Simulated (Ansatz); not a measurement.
Energy profile

The step: Si₂H₄ ([SiH][SiH3]) + NH₃ → Si₂NH₇ ([NH2][SiH2][SiH3]); bonds formed: Si1–H3; dative contacts that become bonds: Si1–N4; bonds broken: H3–N4 (atoms numbered as in the saddle structure below).

```xyz
10
angstrom
Si -0.9851 -0.2302 0.1246
Si 1.0919 -1.0856 0.8193
H -1.7606 0.2920 -1.1967
N -0.7135 1.1753 -1.1164
H -1.4831 0.5788 1.2813
H 0.9114 -2.1013 1.8942
H 1.7846 -1.7452 -0.3234
H 1.9927 -0.0089 1.3283
H -0.6718 2.1582 -0.8712
H -0.1665 0.9670 -1.9398
```

Electronic energies by CCSD(T) at an estimated basis limit (MP2 extrapolated from triple and quadruple zeta, plus CCSD(T) − MP2 in triple zeta), on PBE0-D4/def2-TZVP structures; Si2NH7, singlet; no counterpoise correction. Ansatz 0.2.0; basis: def2-TZVPP and def2-QZVPP; cores frozen in the correlated methods. Extrapolation: Hartree–Fock as exp(−7.88 √X), correlation as X^−2.97.

(1) Give the profile in kcal/mol, counted from the separated reactants. (Judge from chemistry; the value comes from the calculation.)

No T1 diagnostic of these runs exceeds 0.016. The restricted Hartree–Fock reference is unstable towards an unrestricted one at one or more of these structures.

## Answers

(1) By the calculation:
| point | kcal/mol |
| --- | --- |
| separated: Si2H4 (linked as [SiH][SiH3]; Si1, Si2, H5, H6, H7, H8; singlet) + NH3 (H3, N4, H9, H10; singlet) | 0.00 |
| start structure | -30.32 |
| saddle | 8.44 |
| end structure | -63.20 |

Losses and insertions of silylenes and their heavier kin drive the gas-phase chemistry of silicon and germanium vapour deposition.

For scale, one of the runs: CCSD(T)/def2-TZVPP, 213 basis functions, launched by `ansatz run in.yaml --threads 2 --pin off --events-out ev --progress --plain --max-ram 4352MiB`. Time: 64 s of wall clock on 2 CPU threads of an Arm Neoverse V1; the host was shared. Peak host memory: 2.8 GiB.
